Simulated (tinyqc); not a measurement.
Inside a calculation. Method: MP2 on RHF in the sto-3g basis, for H2F+, spin multiplicity 1. One step of it, computed by the program tinyqc.

Problem. Iteration 8 (converged): orbitals. Diagonalise F' = X^T F X, C = X C', fill 5 alpha and 5 beta electrons from the bottom; D = 2 C_occ C_occ^T. Each column has its largest component positive (the first on a tie).

converged F (hartree), order 1F 1s, 1F 2s, 1F 2px, 1F 2py, 1F 2pz, 2H 1s, 3H 1s:
```
[[-26.563777, -6.774588, 0.000000, 0.000000, -0.020498, -0.905394, -0.905394],
 [-6.774588, -3.573950, 0.000000, 0.000000, -0.086350, -0.981525, -0.981525],
 [0.000000, 0.000000, -0.996307, 0.000000, 0.000000, 0.000000, 0.000000],
 [0.000000, 0.000000, 0.000000, -0.898284, 0.000000, -0.477417, 0.477417],
 [-0.020498, -0.086350, 0.000000, 0.000000, -0.938296, -0.362594, -0.362594],
 [-0.905394, -0.981525, 0.000000, -0.477417, -0.362594, -0.720083, -0.263487],
 [-0.905394, -0.981525, 0.000000, 0.477417, -0.362594, -0.263487, -0.720083]]
```

X, order 1F 1s, 1F 2s, 1F 2px, 1F 2py, 1F 2pz, 2H 1s, 3H 1s:
```
[[-0.407924, 0.000000, 0.694927, 0.000000, -0.609534, 0.000000, 0.212021],
 [0.987661, 0.000000, -0.225561, 0.000000, -0.274566, 0.000000, 0.475062],
 [0.000000, 0.000000, 0.000000, 1.000000, 0.000000, 0.000000, 0.000000],
 [0.000000, 0.813127, 0.000000, 0.000000, 0.000000, 0.696761, 0.000000],
 [0.367844, 0.000000, 0.692315, 0.000000, 0.636598, 0.000000, 0.185296],
 [-0.580234, -0.723023, -0.216802, 0.000000, 0.182370, 0.391796, 0.388526],
 [-0.580234, 0.723023, -0.216802, 0.000000, 0.182370, -0.391796, 0.388526]]
```

Give: F' = X^T F X; orbital energies; coefficients C; D after iteration 8.

Solution.

F' = X^T F X (hartree):
```
[[-1.5912, 0.0000, 3.5982, 0.0000, -3.3161, 0.0000, 1.1352],
 [0.0000, 0.0514, 0.0000, 0.0000, 0.0000, -0.0734, 0.0000],
 [3.5982, 0.0000, -10.8499, 0.0000, 10.5881, 0.0000, -5.6259],
 [0.0000, 0.0000, 0.0000, -0.9963, 0.0000, 0.0000, 0.0000],
 [-3.3161, 0.0000, 10.5881, 0.0000, -12.3751, 0.0000, 6.1772],
 [0.0000, -0.0734, 0.0000, 0.0000, 0.0000, -1.0976, 0.0000],
 [1.1352, 0.0000, -5.6259, 0.0000, 6.1772, 0.0000, -4.8388]]
```

orbital energies (hartree): [-26.5732, -1.9831, -1.1023, -1.0163, -0.9963, -0.0825, 0.0561]

coefficients C, order 1F 1s, 1F 2s, 1F 2px, 1F 2py, 1F 2pz, 2H 1s, 3H 1s:
```
[[0.9948, -0.2523, 0.0000, 0.0590, 0.0000, 0.0947, 0.0000],
 [0.0219, 0.9623, 0.0000, -0.2937, 0.0000, -0.5609, 0.0000],
 [0.0000, 0.0000, 0.0000, 0.0000, 1.0000, 0.0000, 0.0000],
 [0.0000, 0.0000, 0.7470, 0.0000, 0.0000, 0.0000, 0.7672],
 [0.0019, 0.0832, 0.0000, 0.8754, 0.0000, -0.5301, 0.0000],
 [-0.0035, 0.0803, 0.3451, 0.2248, 0.0000, 0.7148, -0.7464],
 [-0.0035, 0.0803, -0.3451, 0.2248, 0.0000, 0.7148, 0.7464]]
```

D after iteration 8, order 1F 1s, 1F 2s, 1F 2px, 1F 2py, 1F 2pz, 2H 1s, 3H 1s:
```
[[2.1137, -0.4768, 0.0000, 0.0000, 0.0651, -0.0210, -0.0210],
 [-0.4768, 2.0256, 0.0000, 0.0000, -0.3538, 0.0225, 0.0225],
 [0.0000, 0.0000, 2.0000, 0.0000, 0.0000, 0.0000, 0.0000],
 [0.0000, 0.0000, 0.0000, 1.1160, 0.0000, 0.5156, -0.5156],
 [0.0651, -0.3538, 0.0000, 0.0000, 1.5465, 0.4069, 0.4069],
 [-0.0210, 0.0225, 0.0000, 0.5156, 0.4069, 0.3521, -0.1242],
 [-0.0210, 0.0225, 0.0000, -0.5156, 0.4069, -0.1242, 0.3521]]
```
